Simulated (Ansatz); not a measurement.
# CH4Mg (SMILES [CH3][MgH]): one structure at several levels

One table from this session's results is given with a row withheld; the runs are named, their logs left out.

Program: Ansatz 0.2.0, Gaussian basis. Level of theory: single points in def2-TZVPP. These are calculated values, not measurements.

Correlated methods freeze the cores. The outer core shell of Li, Na, Mg and K is correlated. B3LYP uses VWN-RPA correlation.

## The system as given

SMILES `[CH3][MgH]`, 6 atoms, charge 0, spin multiplicity 1.

Atoms are counted from 1 here; the program's logs count them from 0.

Bond lengths: C1–Mg2 2.132 Å, C1–H3 1.083 Å, C1–H4 1.043 Å, C1–H5 1.092 Å, Mg2–H6 1.717 Å. Angles: Mg2–C1–H3 109.4°, Mg2–C1–H4 112.0°, Mg2–C1–H5 111.7°, H3–C1–H4 108.5°, H3–C1–H5 109.9°, H4–C1–H5 105.4°, C1–Mg2–H6 176.2°.

Coordinates:

```mol
CH4Mg
  3D, bonds by distance, orders not assigned

  6  5  0  0  0  0  0  0  0  0999 V2000
   -0.1645   -0.5629   -0.5919 C   0  0
    0.3594    0.7920    0.9680 Mg  0  0
   -0.7138   -0.0318   -1.3591 H   0  0
   -0.7567   -1.3479   -0.2446 H   0  0
    0.7178   -1.0364   -1.0277 H   0  0
    0.7039    1.9553    2.1829 H   0  0
  1  2  8  0
  1  3  8  0
  1  4  8  0
  1  5  8  0
  2  6  8  0
M  END
```

The first run:

The input, run/in.yaml:

```yaml
crystal:
  periodic: [false, false, false]
  atoms:
    - {symbol: C, position_ang: [-0.164500, -0.562900, -0.591900]}
    - {symbol: Mg, position_ang: [0.359400, 0.792000, 0.968000]}
    - {symbol: H, position_ang: [-0.713800, -0.031800, -1.359100]}
    - {symbol: H, position_ang: [-0.756700, -1.347900, -0.244600]}
    - {symbol: H, position_ang: [0.717800, -1.036400, -1.027700]}
    - {symbol: H, position_ang: [0.703900, 1.955300, 2.182900]}
basis:
  gaussian: {orbitals: def2-TZVPP}
correlation: {method: ccsd_t}
output: {forces: true}
```

The command line of these runs was not kept.

Among the steps run: CCSD(T)/def2-TZVPP; PBE0-D4/def2-TZVPP; wB97M-V/def2-TZVPP; r2SCAN-D4/def2-TZVPP; PBE-D4/def2-TZVPP; B3LYP-D4/def2-TZVPP; BLYP-D4/def2-TZVPP.

One of the session's tables, all rows but one given; the rest of the session is left out.

```
   method  RMS force component (eV/Å)  angle to CCSD(T) forces (°)  dipole (D)
  CCSD(T)                       0.656                    reference        0.42
  PBE0-D4                       0.661                          3.4        0.46
  wB97M-V                       0.639                          2.9        0.46
r2SCAN-D4                       0.660                          3.7        0.48
   PBE-D4                       0.710                          6.9        0.50
 B3LYP-D4                       0.628                          2.2        0.47
  BLYP-D4                           ?                            ?           ?
```

Q: Estimate the row for BLYP-D4 from the others.

As computed: RMS force component (eV/Å): 0.669; angle to CCSD(T) forces (°): 5.8; dipole (D): 0.50. In the column «RMS force component (eV/Å)» it lies between PBE0-D4 (0.661) and PBE-D4 (0.710).
